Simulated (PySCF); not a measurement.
A geometry optimisation, step by step.

Compound: C5H5P.
Numbering: `[cH:1]1[cH:2][cH:3][p:4][cH:5][cH:6]1` (hydrogens: H7 on C1; H8 on C2; H9 on C3; H10 on C5; H11 on C6)

Computed by this run: PBE/6-31+G* geometry optimisation, gas phase (PySCF); density fitting, grid level 1; the optimiser is geomeTRIC in internal coordinates, started from a GFN2-xTB structure. The frame can shift and turn from step to step; on so coarse a grid that alone can change the energy by a few meV, and forces under 0.02 eV/Å are noise.

Step 0: E = -14543.0498 eV, largest atomic force 0.816 eV/Å
```
atom  x, y, z in Å  |  force x, y, z in eV/Å
C1     -0.041    1.143   -0.059   -0.014   0.381  -0.017
C2     -1.231    0.434   -0.023   -0.400   0.335  -0.017
C3     -1.294   -0.942    0.043   -0.068  -0.533   0.026
P4      0.073   -2.008    0.094    0.027  -0.815   0.041
C5      1.359   -0.846    0.040    0.097  -0.527   0.030
C6      1.198    0.522   -0.028    0.372   0.366  -0.020
H7     -0.080    2.222   -0.113   -0.018   0.537  -0.025
H8     -2.160    0.991   -0.049   -0.447   0.293  -0.016
H9     -2.270   -1.412    0.067   -0.463  -0.199   0.009
H10     2.367   -1.245    0.061    0.483  -0.166   0.006
H11     2.084    1.144   -0.058    0.430   0.328  -0.016
```

Step 1: E = -14543.1251 eV, largest atomic force 0.181 eV/Å
```
atom  x, y, z in Å  |  force x, y, z in eV/Å
C1     -0.021    1.273   -0.012   -0.004   0.101  -0.005
C2     -1.228    0.557    0.023   -0.079   0.048  -0.003
C3     -1.289   -0.838    0.091   -0.083  -0.009   0.001
P4      0.092   -1.914    0.145    0.005  -0.181   0.009
C5      1.393   -0.743    0.089    0.084  -0.004   0.001
C6      1.233    0.645    0.020    0.075   0.053  -0.002
H7     -0.060    2.367   -0.066    0.001  -0.003   0.000
H8     -2.168    1.125   -0.005   -0.001   0.002  -0.001
H9     -2.280   -1.311    0.113    0.002  -0.003   0.000
H10     2.415   -1.144    0.110   -0.002  -0.004   0.000
H11     2.130    1.278   -0.011    0.002   0.001   0.000
```

Step 2: E = -14543.1260 eV, largest atomic force 0.033 eV/Å
```
atom  x, y, z in Å  |  force x, y, z in eV/Å
C1     -0.021    1.276   -0.012    0.000  -0.009   0.000
C2     -1.230    0.559    0.022    0.003  -0.002   0.000
C3     -1.290   -0.839    0.091   -0.029   0.015  -0.001
P4      0.091   -1.921    0.145    0.000  -0.011   0.001
C5      1.393   -0.745    0.090    0.027   0.017   0.000
C6      1.235    0.646    0.020   -0.002  -0.002   0.000
H7     -0.060    2.370   -0.066    0.001  -0.003   0.000
H8     -2.169    1.126   -0.006    0.001  -0.003  -0.001
H9     -2.281   -1.311    0.113   -0.002   0.000   0.000
H10     2.415   -1.145    0.111    0.002   0.000   0.000
H11     2.132    1.278   -0.010   -0.001  -0.004   0.000
```

Step 3: E = -14543.1260 eV, largest atomic force under 0.02 eV/Å
```
atom  x, y, z in Å  |  force x, y, z in eV/Å
C1     -0.021    1.275   -0.012    0.000   0.007   0.000
C2     -1.230    0.559    0.022    0.008  -0.008   0.000
C3     -1.293   -0.838    0.091    0.011   0.009  -0.001
P4      0.091   -1.920    0.146    0.000  -0.008   0.001
C5      1.395   -0.745    0.090   -0.012   0.008   0.000
C6      1.236    0.645    0.021   -0.007  -0.009   0.001
H7     -0.059    2.369   -0.067    0.000   0.002   0.000
H8     -2.169    1.128   -0.007    0.001   0.002  -0.001
H9     -2.284   -1.310    0.113    0.003  -0.001   0.000
H10     2.417   -1.146    0.111   -0.004  -0.002   0.001
H11     2.133    1.277   -0.010   -0.001   0.001   0.000
```

Question: Summarise the path.

Answer: The energy falls by 0.0763 eV from step 0 to step 3; nine tenths of that is first reached at step 1. It falls at every step. The largest force goes from 0.816 to under 0.02 eV/Å. Among the bonds C5–C6 changes most (a near tie, within 0.001 Å, with another), from 1.379 to 1.401 Å; the atoms move by 0.028 Å rms after alignment.

Question: Follow the three bonds and two angles with the largest change from start to end.

Answer: 
```json
{"step": "0", "E above end (eV)": "0.0763", "largest force (eV/Å)": "0.816", "C5–C6 (Å)": "1.379", "C3–P4 (Å)": "1.734", "P4–C5 (Å)": "1.734", "C6–C5–H10 (°)": "118.4", "C2–C3–H9 (°)": "118.3"}
{"step": "1", "E above end (eV)": "0.0009", "largest force (eV/Å)": "0.181", "C5–C6 (Å)": "1.399", "C3–P4 (Å)": "1.752", "P4–C5 (Å)": "1.751", "C6–C5–H10 (°)": "118.0", "C2–C3–H9 (°)": "118.0"}
{"step": "2", "E above end (eV)": "0.0000", "largest force (eV/Å)": "0.033", "C5–C6 (Å)": "1.401", "C3–P4 (Å)": "1.755", "P4–C5 (Å)": "1.755", "C6–C5–H10 (°)": "117.9", "C2–C3–H9 (°)": "117.9"}
{"step": "3", "E above end (eV)": "0.0000", "largest force (eV/Å)": "under 0.02", "C5–C6 (Å)": "1.401", "C3–P4 (Å)": "1.756", "P4–C5 (Å)": "1.756", "C6–C5–H10 (°)": "118.0", "C2–C3–H9 (°)": "118.0"}
```

What follows is the cost of the whole optimisation. Time: 27 s; peak memory 0.53 GiB. Hardware: one thread, Intel Xeon Platinum 8488C (x86_64), on a shared host.
